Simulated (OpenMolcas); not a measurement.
# SVWN/def2-SVP run of C2H2F4 (norflurane)

Aim: the vertical singlet–triplet gap of C2H2F4 (norflurane) at SVWN/def2-SVP, from 2 runs. 

Program for the calculation: OpenMolcas 26.06.

## 1. The system as given

The species is C2H2F4 (8 atoms), meant as a singlet with charge 0. SMILES: `FCC(F)(F)F`. Geometry: relaxed at PBE0-D4/def2-TZVP.

Bond lengths: F1–C2 1.364 Å, C2–C3 1.514 Å, C3–F4 1.332 Å, C3–F5 1.339 Å, C3–F6 1.332 Å, C2–H7 1.092 Å, C2–H8 1.092 Å. Some angles: F1–C2–C3 109.8°, C2–C3–F4 111.9°, C2–C3–F5 108.9°, C2–C3–F6 111.9°, F4–C3–F5 108.1°, F4–C3–F6 107.9°, F5–C3–F6 108.1°, F1–C2–H7 109.7°, F1–C2–H8 109.7°, C3–C2–H7 108.6°.

## 2. Energy and gradient at SVWN/def2-SVP

mol.xyz reads:

```xyz
8

F     -0.224600    -1.506500     0.915200
C     -0.211200    -0.737800    -0.211700
C      0.211200     0.674300     0.135500
F      1.434400     0.711300     0.662400
F      0.217100     1.411800    -0.982100
F     -0.624600     1.243600     1.002900
H      0.502000    -1.148600    -0.930100
H     -1.212300    -0.705100    -0.647900
```

job.inp reads:

```
&GATEWAY
  BasLib=$CurrDir
  Coord=mol.xyz
  Basis=def2-SVP
  Group=NoSym

&SEWARD

&SCF
  KSDFT=SVWN
  PrOrbitals=0

&ALASKA
```

The basis set def2-SVP is read from a file made from the Basis Set Exchange's data (not shown).

The run is started by

```bash
$ export MOLCAS_MEM=1860
$ pymolcas job.inp > job.log
```

The log of the run:

```text
--- Start Module: gateway ---
[...]
--- Stop Module: gateway /rc=_RC_ALL_IS_WELL_ ---
[...]
      Basis functions           94
[...]
--- Start Module: scf ---
[...]
       Convergence after  12 Iterations
[...]
::    Total KS-DFT energy                            -474.2007202896
[...]
      Total spin, S                                     0.0000000000
[...]
      Total electronic charge=   50.000000
      Total            charge=   -0.000000
[...]
      Dipole Moment (debye):
      Origin of the operator (angstrom)=    0.1424    0.3207    0.2731
                   X= -4.5557E-01               Y= -7.5981E-01               Z= -1.5719E+00           Total=  1.8044E+00
      Quadrupole Moment (debye*angstrom):
[...]
--- Stop Module: scf /rc=_RC_ALL_IS_WELL_ ---
[...]
--- Start Module: alaska ---
[...]
 *              Molecular gradients               *
 **************************************************
  Irreducible representation: a
 ------------------------------------------------------------------------------------------
                              X                       Y                       Z
 ------------------------------------------------------------------------------------------
  F1               -5.16824316675102E-04   -5.80039306769464E-03    6.00724143219367E-03
  C2               -4.82433483685085E-03   -2.78008971018373E-03   -2.50954255048033E-02
  C3               -2.33450180949113E-04   -1.45879928038584E-03    1.13625515625237E-03
  F4                4.90917240269795E-03    1.71465131987381E-03    1.88743550476467E-03
  F5                2.90570955167380E-04    3.29048099415807E-03   -3.36283910581159E-03
  F6               -2.65325819342088E-03    3.66844768099561E-03    3.11807722365387E-03
  H7               -7.98183269668673E-03    3.13800332198655E-03    9.72024297049590E-03
  H8                1.10099568668716E-02   -1.77230125877248E-03    6.58901232315401E-03
[...]
--- Stop Module: alaska /rc=_RC_ALL_IS_WELL_ ---
[...]
```

It took 13 s on 1 thread of Arm Neoverse V1, shared host; peak memory 0.52 GiB.

## 3. The triplet

mol.xyz is that of step 2.

job.inp reads:

```
* C2H2F4 Kohn-Sham DFT
>>> EXPORT MOLCAS_PRINT=2
&GATEWAY
BASLIB=$CurrDir
COORD=mol.xyz
BASIS=def2-SVP
GROUP=NoSym
&SEWARD
&SCF
UHF
SPIN=3
KSDFT=SVWN
PRORBITALS=0
&ALASKA
```

The basis set def2-SVP is read from a file made from the Basis Set Exchange's data (not shown).

The run is started by

```bash
$ export MOLCAS_MEM=1860
$ pymolcas job.inp > job.log
```

The log of the run:

```text
--- Start Module: gateway ---
[...]
--- Stop Module: gateway /rc=_RC_ALL_IS_WELL_ ---
[...]
      Basis functions           94
[...]
--- Start Module: scf ---
[...]
       Convergence after  28 Iterations
[...]
::    Total KS-DFT energy                            -473.8757942464
[...]
      Total spin, S                                     1.0002883173
[...]
      Total electronic charge=   50.000000
      Total            charge=   -0.000000
[...]
      Dipole Moment (debye):
      Origin of the operator (angstrom)=    0.1424    0.3207    0.2731
                   X= -1.6737E-01               Y= -6.7568E-02               Z= -9.1015E-01           Total=  9.2787E-01
      Quadrupole Moment (debye*angstrom):
[...]
--- Stop Module: scf /rc=_RC_ALL_IS_WELL_ ---
[...]
--- Start Module: alaska ---
[...]
 *              Molecular gradients               *
 **************************************************
  Irreducible representation: a
 ------------------------------------------------------------------------------------------
                              X                       Y                       Z
 ------------------------------------------------------------------------------------------
  F1                4.63276421097691E-03    7.20768236654195E-02   -8.53087146718146E-02
  C2               -1.03158993807373E-03   -5.77833636042318E-02    8.51879590225277E-02
  C3                1.95164292345218E-03    3.26894050409640E-02   -3.88614358730486E-02
  F4               -1.93019672857986E-02   -1.99932773347222E-03    1.20671657723967E-02
  F5               -4.69187564302219E-03   -3.65442741112325E-02    2.86516832782446E-02
  F6                1.87371604702165E-02   -1.18972379373474E-02    5.72666893485518E-03
  H7               -2.48027448578405E-02    8.10710490348110E-03    3.30465801757107E-04
  H8                2.45066101200679E-02   -4.64913022362107E-03   -7.79379226500065E-03
[...]
--- Stop Module: alaska /rc=_RC_ALL_IS_WELL_ ---
[...]
```

It took 25 s on 1 thread of Arm Neoverse V1, shared host; peak memory 0.52 GiB.

## 4. Summary of results

At SVWN/def2-SVP:

| quantity | value |
| --- | --- |
| singlet: total energy | -474.20072 Eh |
| singlet: dipole moment | 1.80 D |
| singlet: HOMO energy | -8.95 eV |
| singlet: LUMO energy | 0.01 eV |
| singlet: HOMO–LUMO gap | 8.96 eV |
| singlet: largest force on an atom | 1.322 eV/Å |
| triplet: total energy | -473.87579 Eh |
| triplet: dipole moment | 0.93 D |
| triplet: HOMO energy (highest over α and β) | -0.46 eV |
| triplet: ⟨S²⟩ | 2.001 |
| triplet: largest force on an atom | 5.748 eV/Å |
| vertical energy of the triplet above the singlet | 8.842 eV |

In words: At this shape the triplet lies 8.84 eV (853 kJ/mol) above the singlet. The largest force (singlet) is 1.32 eV/Å: the shape isn't a stationary point for this species at this level.
